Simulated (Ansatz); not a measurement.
**SiNH5: small, medium and large basis sets**

An exercise on one series of results from a longer session: the logs are not shown, and one member is left open.

Computed with Ansatz 0.2.0, Gaussian basis. Level: one geometry, several basis sets.

Plan: PBE0-D4/def2-SVP; ωB97M-V/def2-SVP; PBE0-D4/def2-QZVPP; ωB97M-V/def2-QZVPP; CCSD(T)/cc-pV(D+d)Z; CCSD(T)/cc-pV(T+d)Z; CCSD(T)/cc-pV(Q+d)Z; the functionals' def2-TZVPP values are taken from earlier runs.

## The geometry

The geometry comes from an earlier relaxation with PBE0-D4 in a triple-zeta def2 set; it is a stationary point, not always the lowest conformer.

7 atoms, charge 0, spin multiplicity 1.

Atoms are counted from 1 here; the program's logs count them from 0.

Bond lengths: N1–Si2 1.720 Å, N1–H3 1.007 Å, N1–H4 1.007 Å, Si2–H5 1.486 Å, Si2–H6 1.494 Å, Si2–H7 1.486 Å. Angles: Si2–N1–H3 119.6°, Si2–N1–H4 119.6°, H3–N1–H4 110.7°, N1–Si2–H5 107.9°, N1–Si2–H6 116.0°, N1–Si2–H7 107.9°, H5–Si2–H6 107.3°, H5–Si2–H7 110.5°, H6–Si2–H7 107.3°.

Set-up of the first run:

in.yaml

```yaml
crystal:
  periodic: [false, false, false]
  atoms:
    - {symbol: N, position_ang: [-0.097708, -1.071027, -0.020896]}
    - {symbol: Si, position_ang: [0.128020, 0.632596, -0.095040]}
    - {symbol: H, position_ang: [-1.017741, -1.457766, -0.157438]}
    - {symbol: H, position_ang: [0.419035, -1.612875, 0.652936]}
    - {symbol: H, position_ang: [-0.528044, 1.126499, -1.333240]}
    - {symbol: H, position_ang: [-0.431496, 1.416634, 1.047139]}
    - {symbol: H, position_ang: [1.589234, 0.897941, -0.139161]}
basis:
  gaussian: {orbitals: def2-SVP}
hamiltonian: {xc: pbe0, dispersion: d4}
output: {orbitals: {seedname: orbitals}}
```

Command:

```bash
$ ansatz run in.yaml --threads 4 --pin off --events-out ev --progress --plain --max-ram 10444MiB
```

Steps of the session up to this table: PBE0-D4 in def2-SVP; ωB97M-V in def2-SVP; PBE0-D4 in def2-QZVPP; ωB97M-V in def2-QZVPP.

One table of the session follows, with a row left open; its other results are not shown here.

```
functional       basis  HOMO (eV)  LUMO (eV)
   PBE0-D4    def2-SVP      -7.19       1.02
   PBE0-D4  def2-TZVPP      -7.42       0.34
   PBE0-D4  def2-QZVPP          ?          ?
   ωB97M-V    def2-SVP      -9.53       2.81
   ωB97M-V  def2-TZVPP      -9.78       1.85
   ωB97M-V  def2-QZVPP      -9.82       1.46
```

Q: Estimate the row for PBE0-D4, def2-QZVPP from the others.

As computed: HOMO (eV): -7.46; LUMO (eV): 0.12. In the column «HOMO (eV)» it lies between ωB97M-V, def2-SVP (-9.53) and PBE0-D4, def2-TZVPP (-7.42).
